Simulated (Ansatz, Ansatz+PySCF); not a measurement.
```xyz
4

Li    0.0000    0.0000   -1.4887
O     0.0000    0.0000    0.3286
H     0.0000    0.7683    0.9186
H     0.0000   -0.7683    0.9186
```

RHF on singlet LiH2O(+) was run in several spherical basis sets with Ansatz (development build ahead of 0.2.0).

(1) Rank the basis sets by the total energy that they give, lowest first, with the distance from the lowest.
A. def2-SVP
B. def2-TZVP
C. 6-31G(d)

Answers

(1) B (0.00 eV), C (1.24 eV), A (2.58 eV).

Totals follow the description of the cores as much as that of the bonds, so this order isn't one of quality for chemistry.
